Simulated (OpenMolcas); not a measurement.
A convergence study on BN (boron nitride)

BN has 2 atoms, charge 0, and is taken as a triplet. SMILES: `B#N`. The coordinates come from a GFN2-xTB relaxation.

```csv
atom,x (Å),y (Å),z (Å)
B,0.0000,0.0000,0.0000
N,0.0000,0.0000,1.2684
```

Program: OpenMolcas 26.06. Method: UM06-L/ANO-RCC-VDZ (DKH2). Swept: integration grid. Watched: the HOMO energy (highest over α and β). Each run: energy. Hardware: 1 thread of Arm Neoverse V1, shared host.

The last row is the best point of the sweep, not the limit.

**Question.** The candidates, from coarse to fine: Coarse; SG1Grid; Fine; UltraFine. Estimate which is the coarsest that holds the HOMO energy (highest over α and β) within 0.01 eV of the last.

**Answer.** SG1Grid: it is 0.0013 eV off and takes 4.8 s, against 12 s for UltraFine.

```
integration grid  value (eV)  from the best (eV)  wall time
          Coarse     -7.7293             +0.0156      3.6 s
         SG1Grid     -7.7436             +0.0013      4.8 s
            Fine     -7.7435             +0.0014      6.3 s
       UltraFine     -7.7449              0.0000       12 s
```
